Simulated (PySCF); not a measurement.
C₃H₈O₂.
Z-matrix (Å and degrees, PBE0-D3(BJ)/def2-SVP geometry), rows numbered from 1:
```
C 
O   1  1.4016
C   2  1.3869  1  113.78
O   3  1.3871  2  113.80  1   -66.61
C   4  1.4019  3  113.73  2   -66.72
H   1  1.1077  2  111.42  3   -61.29
H   1  1.0984  2  107.68  3   179.78
H   1  1.1035  2  111.96  3    59.85
H   3  1.1068  2  105.54  1   171.31
H   3  1.1068  2  111.14  1    52.43
H   5  1.1073  4  111.40  3   -61.47
H   5  1.1038  4  111.93  3    59.61
H   5  1.0983  4  107.68  3   179.39
```

Level: PBE0/pcSseg-1 and CAM-B3LYP/def2-SVPD in PySCF, non-relativistic, on one gas-phase PBE0-D3(BJ)/def2-SVP geometry that isn't relaxed in the solvent. The solvent is an IEF-PCM continuum (cavity from Bondi-type radii × 1.2). Specific hydrogen bonds and non-electrostatic terms are outside this model.

Gas phase at PBE0/pcSseg-1: HOMO -7.81 eV, LUMO 1.65 eV, dipole 0.29 D.

Q: What does the continuum do to the energy, the frontier levels and the dipole at PBE0/pcSseg-1 in cyclohexane and acetone?

A: 
| solvent | ε | E(solvent) − E(gas) (kcal/mol) | polarisation term (kcal/mol) | distortion of the solute (kcal/mol) | HOMO (eV) | LUMO (eV) | dipole (D) |
| --- | --- | --- | --- | --- | --- | --- | --- |
| cyclohexane | 2.017 | -1.57 | -1.62 | 0.05 | -7.82 | 1.72 | 0.28 |
| acetone | 20.49 | -3.76 | -4.09 | 0.33 | -7.87 | 1.78 | 0.25 |

The polarisation term is half the interaction of the solute with the surface charges that it induces; the rest is the cost of distorting the solute's density. The sum is the electrostatic part of solvation alone. From cyclohexane to acetone the lowering changes by a factor 2.40, Onsager's factor (ε − 1)/(2ε + 1) by 2.30 and ε itself by 10.2.

Q: Which Hirshfeld charges (PBE0/pcSseg-1) respond most in acetone (means over atoms taken as equivalent)?

A: 
| atoms | environment | gas (e) | solvent (e) | change |
| --- | --- | --- | --- | --- |
| O2/O4 | ether oxygen | -0.148 | -0.161 | -0.013 |
| H9/H10 | methylene hydrogen | +0.038 | +0.044 | +0.006 |
| H6 (×6) | methyl hydrogen | +0.040 | +0.043 | +0.003 |
| C3 | sp3 carbon bearing two oxygens | +0.067 | +0.065 | -0.002 |
| C1/C5 | methoxy carbon | -0.043 | -0.044 | -0.001 |

Q: Which Mayer bond orders change most in acetone?

A: 
```json
{"bond": "C1–O2", "length (Å)": "1.402", "gas": "0.925", "solvent": "0.914", "change": "-0.011"}
{"bond": "O4–C5", "length (Å)": "1.402", "gas": "0.924", "solvent": "0.914", "change": "-0.010"}
{"bond": "O2–C3", "length (Å)": "1.387", "gas": "0.969", "solvent": "0.962", "change": "-0.007"}
{"bond": "C3–O4", "length (Å)": "1.387", "gas": "0.969", "solvent": "0.962", "change": "-0.007"}
{"bond": "C1–H7", "length (Å)": "1.098", "gas": "0.973", "solvent": "0.971", "change": "-0.002"}
{"bond": "C5–H13", "length (Å)": "1.098", "gas": "0.973", "solvent": "0.971", "change": "-0.002"}
{"bond": "C1–H6", "length (Å)": "1.108", "gas": "0.960", "solvent": "0.959", "change": "-0.001"}
{"bond": "C1–H8", "length (Å)": "1.103", "gas": "0.959", "solvent": "0.960", "change": "+0.001"}
```

Q: How do the nuclear quadrupole coupling constants eQVzz/h respond in acetone?

A: 
```json
{"nucleus": "17O at O2", "Q (barn)": "-0.0256", "gas (MHz)": "-11.75", "solvent (MHz)": "-11.57", "η gas": "0.87", "η solvent": "0.88"}
{"nucleus": "17O at O4", "Q (barn)": "-0.0256", "gas (MHz)": "-11.75", "solvent (MHz)": "-11.58", "η gas": "0.87", "η solvent": "0.88"}
```

Gas phase at CAM-B3LYP/def2-SVPD: HOMO -9.43 eV, LUMO 1.34 eV, dipole 0.25 D.

Q: What does the continuum do to the energy, the frontier levels and the dipole at CAM-B3LYP/def2-SVPD in cyclohexane and acetone?

A: 
```
    solvent      ε  E(solvent) − E(gas) (kcal/mol)  polarisation term (kcal/mol)  distortion of the solute (kcal/mol)  HOMO (eV)  LUMO (eV)  dipole (D)
cyclohexane  2.017                           -1.55                         -1.62                                 0.07      -9.43       1.40        0.25
    acetone  20.49                           -3.77                         -4.20                                 0.43      -9.47       1.43        0.23
```

Q: How does the static polarisability (CAM-B3LYP/def2-SVPD, frozen core, with the continuum's full static response) change?

A: 
```json
{"medium": "gas", "isotropic (au)": "48.9", "principal values (au)": "43.8, 47.8, 55.0", "⟨r²⟩ of the electrons (bohr²)": "469.9"}
{"medium": "cyclohexane", "isotropic (au)": "53.7", "principal values (au)": "48.7, 52.8, 59.7", "⟨r²⟩ of the electrons (bohr²)": "469.6"}
{"medium": "acetone", "isotropic (au)": "62.0", "principal values (au)": "58.2, 61.5, 66.3", "⟨r²⟩ of the electrons (bohr²)": "469.1"}
```

The isotropic value in acetone is 1.27 times the gas-phase one; no cavity-field correction is applied. ⟨r²⟩ is taken about the centre of nuclear charge.

Rough CPU time on one thread of a shared machine: about 13 s. This is the whole shielding run at PBE0/pcSseg-1 in acetone, SCF included.
